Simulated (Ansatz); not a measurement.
Consider the formal loss of a carbene: `F[CH2][AlH2]` → `[F][AlH2]` + `[CH2]` (triplet).

Program: Ansatz. Geometries: PBE0-D4/def2-TZVP. ΔE: electronic, gas phase. CCSD(T)/CBS is the MP2 limit (def2-TZVPP, def2-QZVPP) plus CCSD(T) − MP2 in def2-TZVPP, frozen cores. This one scheme is used for every species. Triplets are unrestricted, without spin–orbit coupling.

`F[CH2][AlH2]`:

Cartesian coordinates in Å:
```
F 1.205 0.486 1.380
C 0.593 -0.411 0.500
Al -0.757 0.467 -0.654
H 0.149 -1.218 1.099
H 1.384 -0.889 -0.095
H -1.048 2.018 -0.533
H -1.525 -0.453 -1.697
```

`[F][AlH2]`:

```xyz
4

F    -1.194    1.039   -0.194
Al    0.041   -0.036    0.007
H     0.074   -1.277   -0.964
H     1.079    0.274    1.151
```

`[CH2]` (triplet):

Cartesian coordinates in Å:
```
C -0.019 0.265 -0.073
H 0.151 0.140 0.985
H -0.132 -0.405 -0.911
```

```tsv
level	ΔE (kcal/mol)
HF/def2-SVP	8.2
MP2/def2-QZVPP	37.8
```

Question: What does CCSD(T)/CBS give? (Estimate.)

Answer: Computed: +38.9 kcal/mol. The listed levels differ from it by -30.7, -1.1 kcal/mol.

Largest T1 diagnostic among the species: 0.012.

At CCSD(T), def2-SVP lies −3.7 kcal/mol from the extrapolated value and def2-TZVPP −2.2 kcal/mol. From PBE to PBE0 (25 % exact exchange), in def2-TZVPP and without D4, ΔE moves by −3.4 kcal/mol.
